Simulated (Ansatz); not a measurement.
**SiH2Cl radical (SMILES [SiH2]Cl): a rigid scan of the angle Cl2–Si1–H3**

The task here is to estimate one member of a computed series from the others.

Method: single points in def2-TZVPP; program: Ansatz 0.2.0, Gaussian basis.

Levels: PBE-D4, r2SCAN-D4, PBE0-D4, B3LYP-D4, wB97M-V, Hartree-Fock, MP2, CCSD, CCSD(T). The scan takes 90.5, 95.0, 99.5, 104.0, 108.5, 113.0, 117.5, 122.0, 126.5°.

Cores are frozen in the correlated methods. Orbitals are unrestricted. B3LYP uses VWN-RPA correlation.

19 further runs of the same task are left out: 19 set aside as unsound or not needed.

## The system as given

The minimum, relaxed at PBE0-D4: SMILES `[SiH2]Cl`, 4 atoms, charge 0, spin multiplicity 2.

Atoms are counted from 1 here; the program's logs count them from 0.

Bond lengths: Si1–Cl2 2.053 Å, Si1–H3 1.487 Å, Si1–H4 1.487 Å. Angles: Cl2–Si1–H3 108.5°, Cl2–Si1–H4 108.5°, H3–Si1–H4 111.2°.

As a file:

```
Si   -0.30277    0.27800    0.16868
Cl    1.61610   -0.06916    0.81140
H    -1.06516   -0.99679    0.24749
H    -0.24817    0.78796   -1.22757
```

Energies of the minimum (eV), from earlier single points: PBE-D4 -20423.99669, r2SCAN-D4 -20431.71556, PBE0-D4 -20425.81016, B3LYP-D4 -20434.38193, wB97M-V -20431.77491, CCSD(T) -20407.64890.

At the minimum the angle Cl2–Si1–H3 is 108.5°.

Set-up of the first run:

ccsdt-tzvpp/in.yaml

```yaml
crystal:
  periodic: [false, false, false]
  atoms:
    - {symbol: Si, position_ang: [-0.302773, 0.278000, 0.168678]}
    - {symbol: Cl, position_ang: [1.377562, -0.661909, 0.881927]}
    - {symbol: H, position_ang: [-1.065156, -0.996795, 0.247495]}
    - {symbol: H, position_ang: [-0.248169, 0.787963, -1.227565]}
basis:
  gaussian: {orbitals: def2-TZVPP}
magnetization: {spin_polarized: true, initial_magnetization: 1}
correlation: {method: ccsd_t}
scf: {omitted_lower_state_checks: [cluster_reference]}
```

The command line of these runs was not kept.

Among the steps run: Cl2–Si1–H3 = 90.5°; Cl2–Si1–H3 = 95.0°; Cl2–Si1–H3 = 99.5°; Cl2–Si1–H3 = 104.0°; Cl2–Si1–H3 = 108.5°; Cl2–Si1–H3 = 113.0°; Cl2–Si1–H3 = 117.5°; Cl2–Si1–H3 = 122.0°; Cl2–Si1–H3 = 126.5°.

One table of the session follows, with a row left open; its other results are not shown here.

Energies less that of the minimum at the same level (kcal/mol):

| angle (°) | PBE-D4 | PBE0-D4 | B3LYP-D4 | wB97M-V | Hartree-Fock |
| --- | --- | --- | --- | --- | --- |
| 90.5 | 5.0 | 5.3 | 5.3 | 5.2 | 6.3 |
| 95.0 | ? | ? | ? | ? | ? |
| 99.5 | 1.2 | 1.3 | 1.3 | 1.2 | 1.5 |
| 104.0 | 0.3 | 0.3 | 0.3 | 0.3 | 0.4 |
| 108.5 | 0.0 | 0.0 | 0.0 | 0.0 | 0.0 |
| 108.5 (minimum) | 0.0 | 0.0 | 0.0 | 0.0 | 0.0 |
| 113.0 | 0.3 | 0.3 | 0.3 | 0.3 | 0.3 |
| 117.5 | 1.1 | 1.2 | 1.2 | 1.2 | 1.3 |
| 122.0 | 2.5 | 2.6 | 2.6 | 2.7 | 3.0 |
| 126.5 | 4.4 | 4.5 | 4.6 | 4.7 | 5.3 |

**Question.** Estimate the row for angle (°) = 95.0.

Worked estimate for «PBE-D4». A straight line through the neighbours (90.5, 5.0) and (99.5, 1.2) gives 5.0 + (1.2 − 5.0) × (95.0 − 90.5) / (99.5 − 90.5) = 3.1; a parabola fitted to 3 rows on both sides gives 2.8.

**Answer.** PBE-D4: 2.8; PBE0-D4: 2.9; B3LYP-D4: 2.9; wB97M-V: 2.8; Hartree-Fock: 3.5. In «PBE-D4» the line misses by +0.3 and the parabola by 0.0.
